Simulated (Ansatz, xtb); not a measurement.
## C2H4Si+: 6 structures ranked

6 gas-phase structures of C2H4Si+, found in a search over its isomers (lower ones may exist). Each was relaxed with GFN2-xTB; where two conformers were screened, the lower at r2SCAN-D4/def2-SVP//GFN2-xTB is listed:

A. a doublet given by its coordinates
B. a doublet given by its coordinates
C. the doublet with the links of `C[C]=[SiH+]`
D. the doublet with the links of `[CH]1C[SiH+]1`
E. the doublet with the links of `[CH]=[Si+]C`
F. the doublet with the links of `[CH]=C[SiH2+]`

B (Å):

```xyz
7

C     0.1307    0.0645   -0.7362
C    -0.3248    0.0329    0.6506
Si    0.8539   -1.3247   -1.7097
H     0.2019    0.8013    1.2323
H    -1.3691    0.3678    0.7073
H    -0.2208   -0.9325    1.1367
H     0.0224    1.0314   -1.2296
```

Close contacts (Å): C1–C2 1.46, C1–Si3 1.84, C1–H7 1.09, C2–H4 1.10, C2–H5 1.10, C2–H6 1.09.

A (Å):

```xyz
7

C     0.0017   -0.2897    0.8730
C    -0.8709   -1.1560    0.3419
Si    1.4759    0.4521    0.0162
H    -0.0967   -0.0248    1.9256
H    -0.8318   -1.4971   -0.6796
H     1.7443    1.7214   -0.6577
H    -1.6823   -1.5437    0.9384
```

Close contacts (Å): C1–C2 1.34, C1–Si3 1.86, C1–H4 1.09, C2–H5 1.08, C2–H7 1.08, Si3–H6 1.46.

**Question.** Estimate their order in r2SCAN-D4/def2-SVP//GFN2-xTB energy at these geometries, lowest first.

**Answer.** Calculated order at r2SCAN-D4/def2-SVP//GFN2-xTB: B (0.0), A (12.0), D (34.1), F (37.3), E (41.6), C (45.9) kcal/mol.

Energies above the lowest of each column, in kcal/mol:

| structure | GFN2-xTB | HF/STO-3G | r2SCAN-D4/def2-SVP//GFN2-xTB |
| --- | --- | --- | --- |
| B | 0.0 | 0.0 | 0.0 |
| A | 3.4 | 27.4 | 12.0 |
| D | 29.3 | 68.9 | 34.1 |
| F | 27.7 | 56.0 | 37.3 |
| E | 27.2 | 56.8 | 41.6 |
| C | 18.9 | 67.1 | 45.9 |

Every level run on B puts it lowest or level with the lowest. Some further structures that were screened fall inside this span and aren't listed. Flexible structures stand in one conformer each, not always the lowest. Frequencies (r2SCAN-D4/def2-SVP) were run for B alone. Open shells are spin-unrestricted, some with notable spin contamination.

Over these structures GFN2-xTB departs from r2SCAN-D4/def2-SVP//GFN2-xTB by 6.6 kcal/mol on average once a common shift is removed. A GFN2-xTB relaxation took about 0.33 s and the r2SCAN-D4/def2-SVP//GFN2-xTB energy about 8.1 s on a shared host (Ansatz 0.2.0, xtb 6.7.1).
